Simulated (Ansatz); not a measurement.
**CClSi+ (SMILES [Si+]#CCl): one structure at several levels**

One table from this session's results is given with a row withheld; the runs are named, their logs left out.

Method: single points in def2-TZVPP; program: Ansatz 0.2.0, Gaussian basis.

Cores are frozen in the correlated methods.

**Where the work starts**

SMILES `[Si+]#CCl`, 3 atoms, charge 1, spin multiplicity 1.

Atoms are counted from 1 here; the program's logs count them from 0.

Bond lengths: Si1–C2 1.794 Å, C2–Cl3 1.533 Å. Angles: Si1–C2–Cl3 173.4°.

Coordinates:

```xyz
3
CClSi
Si    0.5496    1.5408    0.4522
C    -0.0653   -0.0877    0.0197
Cl   -0.4732   -1.4785   -0.4802
```

The first run:

The input, run/in.yaml:

```yaml
crystal:
  periodic: [false, false, false]
  atoms:
    - {symbol: Si, position_ang: [0.549600, 1.540800, 0.452200]}
    - {symbol: C, position_ang: [-0.065300, -0.087700, 0.019700]}
    - {symbol: Cl, position_ang: [-0.473200, -1.478500, -0.480200]}
basis:
  gaussian: {orbitals: def2-TZVPP}
total_charge: 1
correlation: {method: ccsd_t}
output: {forces: true}
```

The command line of these runs was not kept.

Among the steps run: CCSD(T)/def2-TZVPP; PBE0-D4/def2-TZVPP; wB97M-V/def2-TZVPP; r2SCAN-D4/def2-TZVPP; PBE-D4/def2-TZVPP; B97M-V/def2-TZVPP; r2SCANh-D4/def2-TZVPP.

One of the session's tables, all rows but one given; the rest of the session is left out.

```
    method  RMS force component (eV/Å)  angle to CCSD(T) forces (°)
   CCSD(T)                       0.881                    reference
   PBE0-D4                       0.697                          9.3
   wB97M-V                       0.846                         13.2
 r2SCAN-D4                       0.737                          3.0
    PBE-D4                           ?                            ?
    B97M-V                       0.713                          6.2
r2SCANh-D4                       0.697                          7.6
```

Q: Estimate the row for PBE-D4 from the others.

As computed: RMS force component (eV/Å): 0.851; angle to CCSD(T) forces (°): 5.3. In the column «RMS force component (eV/Å)» it lies between wB97M-V (0.846) and CCSD(T) (0.881).
